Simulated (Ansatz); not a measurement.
**Magnetic moment of hcp Co: levels of theory against measurement**

Reference value: 1.57 μB (measured, temperature not stated, spin, per atom, our sources range from 1.52 to 1.58; as tabulated in Fu and Singh (2018), arXiv:1808.09261).

```json
[
 {"level (code)": "LDA (Ansatz)", "value (μB)": "1.51", "cell (Å³/atom)": "10.01", "difference (μB)": "-0.06"},
 {"level (code)": "PBE (Ansatz)", "value (μB)": "1.62", "cell (Å³/atom)": "10.86", "difference (μB)": "+0.05"},
 {"level (code)": "revPBE (Ansatz)", "value (μB)": "1.63", "cell (Å³/atom)": "11.08", "difference (μB)": "+0.06"},
 {"level (code)": "PBE-D4 (Ansatz)", "value (μB)": "1.60", "cell (Å³/atom)": "10.57", "difference (μB)": "+0.03"},
 {"level (code)": "PBEsol-D3(BJ) (Ansatz)", "value (μB)": "1.55", "cell (Å³/atom)": "10.11", "difference (μB)": "-0.02"},
 {"level (code)": "r²SCAN (Ansatz)", "value (μB)": "1.76", "cell (Å³/atom)": "10.64", "difference (μB)": "+0.19"},
 {"level (code)": "r²SCAN+rVV10 (Ansatz)", "value (μB)": "1.75", "cell (Å³/atom)": "10.53", "difference (μB)": "+0.18"},
 {"level (code)": "PBE0-D3(BJ) (Ansatz)", "value (μB)": "1.77", "cell (Å³/atom)": "10.34", "difference (μB)": "+0.20"},
 {"level (code)": "Hartree–Fock (Ansatz)", "value (μB)": "2.41", "cell (Å³/atom)": "10.63", "difference (μB)": "+0.84"}
]
```

Once the reference is moved by up to 0.10 μB (a margin picked here for doubts on the reference and the settings, and for temperature and zero-point motion) and values within 0.02 μB count as equal, the nearest can be PBEsol-D3(BJ) (-0.02 μB), PBE-D4 (+0.03 μB), PBE (+0.05 μB), revPBE (+0.06 μB) or LDA (-0.06 μB). Farthest off among them: Hartree–Fock (+0.84 μB). Within 0.4 μB: LDA, PBE, revPBE, PBE-D4, PBEsol-D3(BJ), r²SCAN, r²SCAN+rVV10, PBE0-D3(BJ).

Computed moments are spin moments: for ferromagnetic elements the cell's total per atom, else within a sphere about the site; measured ones can hold an orbital part. Other magnetic orders were not compared. Spin-polarised runs: LDA (parallel moments), PBE (parallel moments), revPBE (parallel moments), PBE-D4 (parallel moments), PBEsol-D3(BJ) (parallel moments), r²SCAN (parallel moments), r²SCAN+rVV10 (parallel moments), PBE0-D3(BJ) (parallel moments), Hartree–Fock (parallel moments). Hartree–Fock: exact exchange on metals is sensitive to the k mesh and can open a false gap. Hartree–Fock: the PAW data were made under another functional than the one run. Hartree–Fock: the run warned that the count of filled bands differs between k points. Values are at the level's own relaxed cell; Hartree–Fock at the r²SCAN cell. Cutoffs and k meshes differ between the levels. Ansatz's density-functional and Hartree–Fock values are scalar-relativistic unless marked +SOC, with PAW data made under PBE.

Differences are worked out from the printed values.

Ansatz is an electronic-structure program.
